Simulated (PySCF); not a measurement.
AlCl3, SMILES [Cl][Al]([Cl])[Cl] (connectivity only; charge and spin as stated), charge +1, multiplicity 2. Atoms are numbered in the order given.

```xyz
4

Al     0.0000     0.0000     0.1381
Cl     0.0000     1.9062     0.9385
Cl     0.0000    -1.9062     0.9385
Cl     0.0000     0.0000    -1.9826
```
Charge +1, spin multiplicity 2.

Coordinates come from a PBE0-D3(BJ)/def2-SVP optimisation. A frequency run showed that this geometry is not a minimum. The spin state was assumed, not searched. The isomer is the one that the SMILES or the coordinates give; other isomers of the formula were not compared.

The numbers are results of PBE/pcH-1 (PySCF), not measurements.

Unrestricted Kohn–Sham, ⟨S²⟩ = 0.752. Hyperfine tensors hold the contact and dipolar terms, without spin-orbit corrections.

Q: Estimate the hyperfine couplings. (An estimate is asked for; the answer gives what the named calculation found.)

A: 
| nucleus | A(iso) (MHz) | A(iso) (G) | dipolar principal values (MHz) |
|---|---|---|---|
| 27Al no. 1 | -41.8 | -14.9 | -1.2, 0.1, 1.1 |
| 35Cl no. 2 | 1.3 | 0.5 | -50.4, -50.3, 100.6 |
| 35Cl no. 3 | 1.3 | 0.5 | -50.4, -50.3, 100.6 |
| 35Cl no. 4 | 1.7 | 0.6 | -75.8, -75.2, 151.0 |
